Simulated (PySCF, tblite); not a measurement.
**C5H6F radical: geometry, infrared bands and EPR parameters**

Wanted: the infrared bands and EPR parameters of C5H6F radical (`FC[C@@H]1C=[C]C1`), by calculation.

The runs use tblite 0.8.0 and PySCF 2.14.0, with density-fitted response routines of our own; the level of theory stands in each step. All values are computed, except where a source is named. Atoms count from 0, in the outputs and in this text.

### 1 Starting geometry

12 atoms, charge 0, multiplicity 2; geometry from: force field or distance geometry start.

Bonds of the start (Å): F0–C1 1.38, C1–C2 1.51, C2–C3 1.82, C3–C4 1.26, C4–C5 1.35, C5–C2 1.85, C1–H6 1.09, C1–H7 1.09, C2–H8 1.10, C3–H9 1.08, C5–H10 1.09, C5–H11 1.09.

### 2 Relaxing the molecule with GFN2-xTB

The job: settings as JSON, then the geometry in Å.

```
{"job": {"kind": "relax", "xc": "GFN2-xTB", "basis": "xTB"}, "charge": 0, "multiplicity": 2}
F      2.267100     0.090200     0.689500
C      1.366500     0.527800    -0.258000
C      0.195500    -0.426700    -0.229900
C     -1.213000     0.203400    -1.187500
C     -1.532800     0.095000     0.025800
C     -0.969700    -0.281500     1.193600
H      1.089400     1.553100    -0.002800
H      1.881500     0.519100    -1.214300
H      0.456700    -1.469200    -0.461600
H     -1.641100    -0.039800    -2.143300
H     -1.226200    -1.243100     1.637600
H     -0.672600     0.470900     1.925000
```

On the command line:

```bash
$ OMP_NUM_THREADS=1 python probes_run.py task.json out
```

This one command runs all jobs of the session in turn.

**Question.** This job is followed by: GFN2-xTB harmonic vibrations, gas phase; UKS B3LYP, pcH-1 on C F H, non-relativistic, mean-field spin-orbit, GIAO. What will the session give for the following? strongest single infrared mode (GFN2-xTB); zero-point energy (GFN2-xTB); g(iso) (B3LYP); ⟨S²⟩; largest a(iso); surface potential, 1st and 99th percentile.

**Answer**, as computed:

| quantity | value |
| --- | --- |
| strongest single infrared mode (GFN2-xTB) | 1027 cm⁻¹, 76 km/mol |
| zero-point energy (GFN2-xTB) | 58.1 kcal/mol |
| g(iso) (B3LYP) | 2.00212 |
| ⟨S²⟩ | 0.757 (exact 0.75) |
| largest a(iso) | 13C on C4, 371.8 MHz |
| surface potential, 1st and 99th percentile | -0.99 V and 1.05 V |

**Reading.** The optimisation took 36 steps and gained 3.464 eV; among the close pairs (by a distance rule), C2–C3 changed most, from 1.816 to 1.523 Å. All 30 modes are real, so the xTB geometry is a minimum. The strongest single mode, at 1027 cm⁻¹, moves mainly C1 and F0. Unscaled tight-binding wavenumbers are off by several per cent, some by more. Its intensities can rank the bands wrongly. Most of the unpaired spin sits on C4 (0.91 e). The isotropic g lies 0.2 ppt below the free-electron value.
